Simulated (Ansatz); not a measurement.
This geometry of F₂H₂Si (5 atoms, charge 0, multiplicity 1) is a first-order saddle point.

Computed with RKS PBE0-D4/def2-SVP (Ansatz).

```xyz
5
Properties=species:S:1:pos:R:3
Si -0.306 0.032 0.316
H 0.984 -0.057 1.365
F 1.631 0.020 0.411
H -0.526 1.171 -0.647
F -0.601 -1.272 -0.609
```

Q: Which two structures does it join? (They come from a converged band through this point; their orientation in space is the band's.)

A: Bonds broken: Si1–H2, Si1–F3. Bonds formed: H2–F3. F2H2Si becomes FH + FHSi.

Initial state:

```xyz
5
Properties=species:S:1:pos:R:3
Si 0.210 0.022 0.201
H 0.186 -0.043 1.681
F 1.746 0.002 -0.288
H -0.454 1.213 -0.375
F -0.505 -1.299 -0.382
```

Final state:

```xyz
5
Properties=species:S:1:pos:R:3
Si -0.787 0.205 0.179
H 1.486 -0.314 1.518
F 1.422 0.125 0.702
H -0.326 1.117 -0.971
F -0.612 -1.239 -0.592
```

Q: How far does it lie above each of them?

A: 3.68 eV above the first and 0.46 eV above the second. This is the barrier of this one path; another mechanism may lie lower. The orbitals stay closed-shell, which can raise the energy where a bond breaks towards radicals; this wasn't checked here.

Time of the run: 87 s on 1 thread of Arm Neoverse V2, on a shared host, peak memory 0.1 GiB.
